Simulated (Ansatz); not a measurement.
The parent structure is Au in the fcc (Cu type) structure (space group Fm-3m, No. 225).

```
CELL_PARAMETERS angstrom
      0.00000     2.06201     2.06201
      2.06201     0.00000     2.06201
      2.06201     2.06201     0.00000
ATOMIC_POSITIONS crystal
  Au 0.00000 0.00000 0.00000
```

Level of theory: r2SCAN (Ansatz, a program for electronic structure), scalar-relativistic without spin-orbit coupling, earlier PAW set.

The change: full substitution Au → Cu; the structure is relaxed again.

Measured lattice parameter a: Au 4.062 Å (static lattice; corrected from measurement; as listed in Daniel Mejia-Rodriguez, S. B. Trickey, Phys. Rev. B (2018)); Cu 3.595 Å (static lattice; corrected from measurement; as listed in Gábor I. Csonka et al., Physical Review B (2009)).

### Question
How well does r2SCAN reproduce the measured shift?

### Answer
With r2SCAN the lattice parameter a moves by -0.545 Å (4.124 → 3.579) against -0.467 Å measured.

Stability against distortions was not tested. The final runs are not spin-polarised.
